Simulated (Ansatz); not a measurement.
A nudged elastic band was laid between two geometries of CH$_{3}$LiSi (6 atoms, charge 0, multiplicity 1).

Method: RKS PBE/def2-SVP in Ansatz.

```
movable images  : 7
climbing image  : yes
spring          : 5.0 eV/Å²
optimiser       : quadratic models (default)
start path      : through a guess of the saddle point
force threshold : 0.05 eV/Å
iteration limit : 60
end points      : relaxed
```

First end point:

```xyz
6
Properties=species:S:1:pos:R:3
Li -1.754 0.640 0.314
Si -0.403 -1.104 -0.490
C 0.309 0.332 0.330
H 0.631 -1.385 -1.584
H 1.295 0.788 0.124
H -0.078 0.729 1.306
```

Last end point:

```xyz
6
Properties=species:S:1:pos:R:3
Li -1.121 1.240 1.134
Si -0.008 -0.641 -0.313
C 0.521 0.918 0.210
H 0.498 -1.816 -1.128
H 1.528 1.272 -0.083
H -1.419 -0.973 0.180
```

Which bonds break or form, and what moves?

Bonds broken: C3–H6. Bonds formed: Si2–H6.

Give the energies along the band, and the barrier.

The forces met the threshold. The highest image is number 4 of 0 to 8, 190.6 kJ/mol above the first end and 129.2 kJ/mol above the last; the last end lies 61.4 kJ/mol above the first. A vibrational analysis at the climbing image gives one clearly imaginary mode, 970i cm⁻¹: a first-order saddle point. The orbitals stay closed-shell, which can raise the energy where a bond breaks towards radicals; this wasn't checked here.

```tsv
image	path coordinate (Å)	energy (kJ/mol)	C3–H6 (Å)	Si2–H6 (Å)
0	0.00	0.0	1.12	2.59
1	0.50	19.3	1.12	2.37
2	0.99	67.9	1.14	2.08
3	1.49	128.3	1.30	1.75
4	1.99	190.6	1.81	1.59
5	2.42	158.7	2.15	1.54
6	2.85	103.5	2.44	1.52
7	3.27	67.6	2.63	1.53
8	3.70	61.4	2.71	1.53
```

What is the geometry of the highest image?


```xyz
6
Properties=species:S:1:pos:R:3
Li -1.480 1.131 0.718
Si -0.397 -0.544 -0.743
C 0.383 0.762 0.252
H 0.529 -1.614 -1.349
H 1.483 0.954 0.282
H -0.517 -0.689 0.840
```

What are the harmonic wavenumbers there?

970i, 265, 329, 551, 645, 757, 796, 830, 956, 1782, 1971, 2980 cm⁻¹.

Run time: 94 s on 1 thread of Intel(R) Xeon(R) Platinum 8488C (Sapphire Rapids), on a shared host, peak memory 0.11 GiB.
